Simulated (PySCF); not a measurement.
Simulated characterisation data

[PySCF 2.14: GIAO PBE0/pcSseg-1 shieldings; geometry: GFN2-xTB; non-relativistic; one averaged value for each set of equivalent atoms; one conformer; gas phase]

References, each an isolated molecule treated in the same way: 1H (σ = 31.72 ppm) and 13C (σ = 186.93 ppm) vs TMS. Splittings of carbon signals by F and P are missing where no couplings were computed. Where no couplings were computed, multiplicities follow the n + 1 count of equivalent neighbours, and m marks all less simple cases (inequivalent or close neighbours, rings, F or P nearby). Shifts are as computed. Against solution values, carbons near 30 ppm lie about +3 ppm off and those near 130 ppm about +5 ppm. Of 1211 compounds with measured shifts, 218 miss one by over three times the rms of a fit or turn the order of signals round; such compounds aren't used in these exercises.

**1.** Heptazine (SMILES C1=NC2=NC=NC3=NC=NC(=N1)N23). 1H NMR (400 MHz, computed): δ 8.48 (s, 3H). 13C{1H} NMR (computed): δ 179.3 (CH), 163.3 (C).

**2.** SMILES C[C@@H](F)[Si@H]1C[C@@H]1N(C)C, C6H14FNSi. 1H NMR (400 MHz, computed): δ 4.64 (m, 1H), 3.21 (m, 1H), 2.33 (s, 6H), 2.05 (m, 1H), 1.60 (m, 3H), 0.76 (m, 1H), 0.64 (m, 1H). 13C{1H} NMR (computed): δ 89.5 (CH), 48.9 (CH3), 48.5 (CH), 23.3 (CH3), 8.1 (CH2).
